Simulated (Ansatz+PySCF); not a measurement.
Two shapes of singlet H₃O(+).

Shape 1:

```xyz
4

O     0.0000    0.0000    0.0745
H     0.9429    0.0000   -0.1986
H    -0.4715    0.8166   -0.1986
H    -0.4715   -0.8166   -0.1986
```

Shape 2:

```xyz
4

O     0.0000    0.0000    0.0804
H     1.0184    0.0000   -0.2145
H    -0.5092    0.8819   -0.2145
H    -0.5092   -0.8819   -0.2145
```

Basis set: def2-SVP (spherical functions). Frozen core: 1 orbital. Charge 1, multiplicity 1.

Computed with Ansatz (development build ahead of 0.2.0); each method stands on the lowest determinant of its kind that the runs found.

**Question.** Which shape is lower in energy, and by how much in each method?

**Answer.**

```json
{"method": "RHF-MP2", "E(2) − E(1) (eV)": "0.371"}
{"method": "UHF-MP2", "E(2) − E(1) (eV)": "0.371"}
{"method": "UHF-CCSD", "E(2) − E(1) (eV)": "0.385"}
{"method": "RHF-CCSD(T)", "E(2) − E(1) (eV)": "0.374"}
{"method": "UHF-CCSD(T)", "E(2) − E(1) (eV)": "0.374"}
```

Shape 1 is lower.
